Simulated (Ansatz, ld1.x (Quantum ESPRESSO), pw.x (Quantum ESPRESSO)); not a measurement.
From atom to crystal: RRKJ potential for vanadium (V)

* Element: V
* Generator: ld1.x (Quantum ESPRESSO) 7.5
* Type: norm-conserving RRKJ (Kleinman–Bylander form)
* Functional: LDA (PW92)
* Relativity: scalar-relativistic
* Frozen core: [Ar]
* Valence charge: 5
* Reference configuration: 3d3 4s2 4p0
* Partial waves: 4p (bound, empty): rc 3.35 bohr; 3d (bound): rc 1.60 bohr; 4s (bound): rc 2.55 bohr
* Local potential: the s channel
* Core correction: a·sin(br)/r model core, default radius (core density twice the valence density)
* rho0: 0.005

Atomic tests: cutoffs needed: 60 Ry and 70 Ry (the cutoffs (Ry, on a coarse ladder) from which the occupation-weighted sum of valence levels, in a spherical-Bessel basis at the reference potential, stays within 10 and 1 mRy of its value at 400 Ry); ghost test: no extra level below or beside the all-electron valence levels (p, d, s, f tested) (spherical-Bessel basis up to 400 Ry, 20 bohr box); configuration tests: 1 of 9 tests not solved or not reliable.

Crystal test: diamond V in pw.x 7.5, no spin, 9³ k-points, Fermi–Dirac smearing 0.01 Ry, cutoffs 85/340 Ry. The reference is all-electron LAPW (Ansatz 0.2.0) with the same functional, mesh and smearing; V0 and B0 come from Birch–Murnaghan fits to the pressures at five volumes. Errors are pseudo minus all-electron; Δ is the rms difference of the E(V) curves that follow from these fits, minima aligned, over ±6 % about the mean V0. Mesh and smearing are coarse, so the numbers serve the comparison and aren't converged zero-temperature values; the lattice is a test structure that the element need not adopt.

```tsv
V (Å³/atom)	P all-electron (GPa)	P pseudo (GPa)
15.840	4.35	17.99
16.257	2.01	14.88
16.674	-0.05	12.06
17.091	-1.88	9.52
17.508	-3.51	7.22
```

All-electron: a0 = 5.108 Å (V0 = 16.66 Å³/atom), B0 = 78.0 GPa.

Pseudopotential: mean pressure error (GPa): +12.15. The pressure does not cross zero within the volumes sampled, so no fit is given. The largest radius (3.35 bohr) exceeds half the bond length (2.09 bohr), so the spheres overlap, which is one possible source of error among others. This is a poor potential for the solid. Atomic configuration tests: 1 of 9 tests not solved or not reliable.

**Question.** At the middle volume, how do free energy and pressure move when the wave cutoff is lowered (ecutrho kept at four times it)?

**Answer.**

| cutoff (Ry) | shift of F (meV/atom) | shift of P (GPa) |
| --- | --- | --- |
| 38 | +9589.5 | -277.83 |
| 51 | +1161.7 | -71.56 |
| 68 | +11.8 | -1.56 |

The run at the middle volume (35 k-points, 8 iterations) took about 16 s on one core of a shared host (Neoverse-V2, 32 threads, 247 GiB, load 14).
